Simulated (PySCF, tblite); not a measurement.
Compound: H₇NPSi (charge +1).
Atom-mapped SMILES: `[NH2:1][SiH2:2][PH3+:3]` (hydrogens: H4, H5 on N1; H6, H7 on Si2; H8, H9, H10 on P3)

Computed with GFN2-xTB (tblite), gas phase: Langevin dynamics at 300 K from the optimised GFN2-xTB geometry, time step 0.5 fs, friction 0.01 fs⁻¹, 2000 steps. Over the second half of the run the saved frames average 293 K.

Frame at 250 fs, instantaneous temperature 263 K:
```
atom  x, y, z in Å
N1     -1.753   -0.503    0.073
Si2    -0.865    0.947   -0.232
P3      1.296   -0.066    0.198
H4     -1.471   -1.337   -0.449
H5     -2.646   -0.643    0.491
H6     -0.609    1.571   -1.527
H7     -0.791    1.837    0.886
H8      1.837   -0.964   -0.754
H9      1.224   -0.952    1.236
H10     2.434    0.682    0.545
```

Frame at 425 fs, instantaneous temperature 197 K:
```
atom  x, y, z in Å
N1     -1.657   -0.568    0.396
Si2    -0.907    0.840   -0.240
P3      1.304    0.081    0.205
H4     -2.464   -0.845   -0.108
H5     -1.752   -0.898    1.335
H6     -0.786    1.119   -1.662
H7     -1.155    1.906    0.658
H8      1.318   -1.269    0.210
H9      2.135    0.467    1.262
H10     2.143    0.350   -0.844
```

Frame at 625 fs, instantaneous temperature 163 K:
```
atom  x, y, z in Å
N1     -1.757   -1.012    0.300
Si2    -1.030    0.485    0.155
P3      1.575    0.399    0.209
H4     -1.638   -1.796   -0.334
H5     -2.509   -1.190    1.007
H6     -1.057    0.992   -1.187
H7     -1.183    1.102    1.464
H8      1.896   -0.582   -0.778
H9      2.293   -0.100    1.306
H10     2.526    1.414   -0.075
```

Frame at 800 fs, instantaneous temperature 358 K:
```
atom  x, y, z in Å
N1     -1.865   -1.001    0.086
Si2    -1.320    0.649    0.128
P3      1.190    0.560    0.497
H4     -1.700   -1.813   -0.444
H5     -2.306   -1.244    0.993
H6     -1.339    1.232   -1.188
H7     -1.804    1.323    1.350
H8      1.854   -0.597    0.788
H9      1.273    1.310    1.626
H10     2.179    1.208   -0.153
```

Frame at 1000 fs, instantaneous temperature 366 K:
```
atom  x, y, z in Å
N1     -2.353   -0.514   -0.200
Si2    -1.804    1.048    0.106
P3      0.548    0.917    0.381
H4     -2.956   -0.958   -0.956
H5     -2.338   -1.215    0.546
H6     -1.892    1.906   -1.125
H7     -2.281    1.349    1.429
H8      1.331    0.239    1.301
H9      1.239    2.084    0.494
H10     1.274    0.640   -0.778
```

**Question.** What do single points at PBE0/pcSseg-1 (PySCF, gas phase) give on these frames?

**Answer.** 
```csv
t (fs),GFN2-xTB E above start (eV),DFT E above lowest frame (eV),HOMO (eV),LUMO (eV)
250,0.17,0.00,-12.60,-5.60
425,0.27,0.18,-12.31,-5.61
625,0.25,0.13,-12.77,-6.12
800,0.33,0.23,-12.51,-6.05
1000,0.32,0.22,-12.36,-5.85
```

Both levels order the frames alike by energy; measured from each level's lowest frame they differ by 0.08 eV at most. The HOMO–LUMO gap runs from 6.46 to 7.00 eV. These are instantaneous structures, not minima.

**Question.** And the isotropic GIAO shieldings (ppm) from the same runs?

**Answer.** 
```tsv
atom	250 fs	425 fs	625 fs	800 fs	1000 fs	mean	range
N1	251.8	261.3	217.2	227.2	240.8	239.7	44.1
Si2	372.7	370.6	346.0	355.1	376.5	364.2	30.5
P3	500.1	497.4	514.5	536.8	550.4	519.8	53.0
H4	30.4	31.5	28.8	29.5	27.4	29.5	4.1
H5	29.5	30.3	27.3	28.7	30.1	29.2	3.0
H6	25.6	25.6	25.5	25.6	24.8	25.4	0.8
H7	26.1	25.8	25.4	25.4	25.3	25.6	0.8
H8	26.4	27.9	26.8	27.9	27.1	27.2	1.5
H9	27.6	26.3	27.0	28.2	28.0	27.4	1.9
H10	26.5	27.2	26.5	28.0	27.1	27.1	1.5
```

What follows is the cost of the whole dynamics run. On one thread of an INTEL XEON PLATINUM 8581C at 2.10 GHz, no GPU (shared host), this took 4.9 s of wall time and 0.18 GiB of memory at its peak.
